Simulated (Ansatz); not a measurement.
Ansatz (an electronic-structure program) input (MP2/def2-TZVP):

Ansatz 0.2 input:
```yaml
crystal:
  periodic: [false, false, false]
  atoms:
    - {symbol: C, position_ang: [-0.00000000, -0.00000000, 0.00000000]}
    - {symbol: C, position_ang: [-0.00517784, -0.00003491, 1.30012584]}
    - {symbol: C, position_ang: [0.00517784, 0.00003491, -1.30012584]}
    - {symbol: H, position_ang: [-0.01084802, 0.92621741, 1.86315371]}
    - {symbol: H, position_ang: [-0.00399217, -0.92631746, 1.86313127]}
    - {symbol: H, position_ang: [0.93368018, 0.00347788, -1.85945350]}
    - {symbol: H, position_ang: [-0.91884000, -0.00337783, -1.86683148]}
basis:
  gaussian:
    orbitals: def2-TZVP
magnetization: {spin_polarized: false}
correlation: {method: mp2, electrons: outside_noble_gas}
relax: {f_tol: 0.003, max_steps: 100}
```

End of the output:

```
the calculation of the forces begins
relax step   2: F+E_penalty+E_count = -3166.67418988 eV  Δ(F+E_penalty+E_count) = -4.326e-3 eV  max|allowed force component| = 1.689e-1 eV/Å  Δτ_max = 0.0063 Å  (34 SCF iters, accepted)
these checks for a lower state are left out or cut short: starts, cluster_reference, orbital_swaps, neighbouring_geometries, increment
integrals: 0.07 GiB planned
875 factors; integrals over basis functions are off by at most 2.8e-4 eV
mean field: 0.21 GiB planned
mean field -3154.00947824 eV, -115.9077104608 hartree, gradient 7.8e-6 eV, S^2 0.000000; 0 other end points of the search recorded, 0 dependent functions left out
3 core orbitals not correlated
reference -3154.00947824 eV, -115.9077104608 hartree; 8, 8 occupied and 106, 106 virtual orbitals, 875 factors
densities: 0.23 GiB planned
second order -12.66519555 eV of doubles, -0.00000000 eV of singles
the calculation of the forces begins
relax step   3: F+E_penalty+E_count = -3166.67467379 eV  Δ(F+E_penalty+E_count) = -4.839e-4 eV  max|allowed force component| = 1.737e-2 eV/Å  Δτ_max = 0.0020 Å  (34 SCF iters, accepted)
these checks for a lower state are left out or cut short: starts, cluster_reference, orbital_swaps, neighbouring_geometries, increment
integrals: 0.07 GiB planned
875 factors; integrals over basis functions are off by at most 2.8e-4 eV
mean field: 0.21 GiB planned
mean field evaluation 32: about -3154.0094 eV, gradient 8.2e-2 eV
mean field -3154.00994724 eV, -115.9077276963 hartree, gradient 1.4e-6 eV, S^2 0.000000; 0 other end points of the search recorded, 0 dependent functions left out
3 core orbitals not correlated
reference -3154.00994724 eV, -115.9077276963 hartree; 8, 8 occupied and 106, 106 virtual orbitals, 875 factors
densities: 0.23 GiB planned
second order -12.66478751 eV of doubles, -0.00000000 eV of singles
the calculation of the forces begins
relax step   4: F+E_penalty+E_count = -3166.67473475 eV  Δ(F+E_penalty+E_count) = -6.096e-5 eV  max|allowed force component| = 2.551e-4 eV/Å  Δτ_max = 0.0021 Å  (30 SCF iters, accepted)
these checks for a lower state are left out or cut short: cluster_reference
integrals: 0.07 GiB planned
875 factors; integrals over basis functions are off by at most 2.8e-4 eV
mean field: 0.21 GiB planned
mean field -3154.00994724 eV, -115.9077276963 hartree, gradient 1.4e-6 eV, S^2 0.000000; 1 other end points of the search recorded, 0 dependent functions left out
3 core orbitals not correlated
reference -3154.00994724 eV, -115.9077276963 hartree; 8, 8 occupied and 106, 106 virtual orbitals, 875 factors
densities: 0.23 GiB planned
second order -12.66478751 eV of doubles, -0.00000000 eV of singles
the calculation of the forces begins
Total energy: -3166.67473475 eV, -116.3731500529 hartree
Atom 0 at     0.000000    -0.000000     0.000000 Å, force     0.000000    -0.000000    -0.000000 eV/Å
Atom 1 at    -0.005210    -0.000035     1.308325 Å, force     0.000001     0.000000    -0.000255 eV/Å
Atom 2 at     0.005210     0.000035    -1.308325 Å, force    -0.000001    -0.000000     0.000255 eV/Å
Atom 3 at    -0.010866     0.929823     1.864331 Å, force    -0.000001     0.000209    -0.000044 eV/Å
Atom 4 at    -0.003984    -0.929923     1.864309 Å, force     0.000001    -0.000209    -0.000044 eV/Å
Atom 5 at     0.937290     0.003491    -1.860616 Å, force     0.000209     0.000001     0.000045 eV/Å
Atom 6 at    -0.922441    -0.003391    -1.868023 Å, force    -0.000209    -0.000001     0.000043 eV/Å
Dipole moment:    -0.000000    -0.000000     0.000000 e Å
Checks for a lower state left out: cluster_reference
```
